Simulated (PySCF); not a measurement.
Stick spectrum of a doublet radical in fast tumbling, microwave frequency 33.972 GHz, simulated to first order from computed parameters.

```
  1208.81    1 ##############################
  1209.45    1 ##############################
  1211.06    1 ##############################
  1211.71    1 ##############################
  1211.95    1 ##############################
  1212.59    1 ##############################
  1214.20    1 ##############################
  1214.85    1 ##############################
```
Columns: field (mT), relative intensity.

Question: Find the g value from the centre of the pattern.

Answer: The pattern is symmetric about 1211.83 mT, so g = hν/(μB·B0) = 33972/(13.99624 × 1211.83) = 2.0029, a shift of +0.6 × 10⁻³ from the free-electron value.

Question: Take the pattern apart into splittings.

Answer: The first two lines at either end are about 0.64 mT apart, which is the smallest coupling, and their intensity ratio 1:1 counts the nuclei that share it. In full: a 1:1 doublet of 3.14 mT (88 MHz), from 1 nucleus of spin 1/2; a 1:1 doublet of 2.25 mT (63 MHz), from 1 nucleus of spin 1/2; a 1:1 doublet of 0.64 mT (18 MHz), from 1 nucleus of spin 1/2. Check: Σ 2nI·a is the distance from the first to the last line, 6.04 mT.

Question: The radical has the formula C2H3O3S. Propose a structure, and say which nuclei carry the couplings.

Answer: The pattern alone needn't single out one isomer; the structure behind this simulation is `O=[S@]1O[CH]CO1` [radical], numbered [O:1]=[S@:2]1[O:3][CH:4][CH2:5][O:6]1 (hydrogens: H7 on C4; H8, H9 on C5). 3.14 mT: 1H at H8 (β, 2 bonds from C4; computed sign +); 2.25 mT: 1H at H9 (β, 2 bonds from C4; computed sign +); 0.64 mT: 1H at H7 (α, 1 bond from C4; computed sign −). Largest spin populations (Mulliken): C4 (+0.86) and O3 (+0.08). C4 is the only atom above +0.15. The angles at C4 add up to 354.7°, so it is nearly planar.

Theory: UKS B3LYP, pcH-1 on C H O S, non-relativistic, mean-field spin-orbit, GIAO in PySCF. Geometry: GFN2-xTB, one conformer, isolated molecule. A GFN2-xTB geometry isn't a minimum of the functional, and hyperfine couplings can be far from their values at a DFT geometry. No stability test was run, so a lower SCF solution isn't excluded.

Rare isotopes and splittings under 0.04 mT were left out of the simulation.
